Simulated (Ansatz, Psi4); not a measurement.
# C3H3 (cyclopropenyl radical): from total energies to a heat of formation

The species is C3H3 (6 atoms), meant as a doublet with charge 0. SMILES: `[CH]1C=C1`. The shape is that of a PBE0-D4/def2-TZVP optimisation.

Total energies at UCCSD/def2-SVPD, 3 core orbitals frozen (Psi4 1.11); the atoms run unrestricted:

```tsv
species	state	energy (Eh)
C3H3	doublet	-115.523012
C	triplet	-37.720662
H	doublet	-0.499278
```

Harmonic wavenumbers at UPBE0-D4/def2-TZVP, in cm⁻¹: 622, 722, 893, 919, 977, 989, 1042, 1262, 1684, 3091, 3262, 3308.

Measured heats of formation of the gaseous atoms at 298.15 K, in kJ/mol: C 716.9, H 218.0. Take 1 Eh = 2625.50 kJ/mol, 1 cm⁻¹ = 0.0119627 kJ/mol, RT = 2.479 kJ/mol.

Problem. What heat of formation follows?

Solution. 
1. Electronic atomisation energy: 3 × (-37.720662) + 3 × (-0.499278) − (-115.523012) = 0.863192 Eh = 2266.3 kJ/mol.
2. Zero-point energy: half the sum of the wavenumbers, 9385.5 cm⁻¹ = 112.3 kJ/mol.
3. Thermal vibrational enthalpy, Σ hcν̃/(exp(hcν̃/kT) − 1): 1.3 kJ/mol. Translation, rotation and pV of a non-linear molecule: 4 RT = 9.9 kJ/mol.
4. The 6 free atoms carry 5/2 RT each: 37.2 kJ/mol.
5. Spin-orbit coupling lowers the free atoms by 3 × 0.02 = 0.1 kJ/mol.
6. Atomisation enthalpy at 298 K: 2266.3 − 0.1 − 112.3 − 1.3 − 9.9 + 37.2 = 2179.9 kJ/mol.
7. Sum of the atoms' heats of formation: 2804.7 kJ/mol. Heat of formation: 2804.7 − 2179.9 = +624.8 kJ/mol.

The tabulated value is +486.8 kJ/mol (Active Thermochemical Tables), so this level is off by +138.0 kJ/mol, or 6.0 % of the atomisation enthalpy that the table implies (2317.8 kJ/mol). Coupled cluster needs large bases for atomisation: in a finite one the molecule is underbound. CCSD also lacks the triples, which bind further. A double-zeta basis underbinds. Anharmonicity and any spin-orbit splitting of the molecule are left out, and so is core correlation.
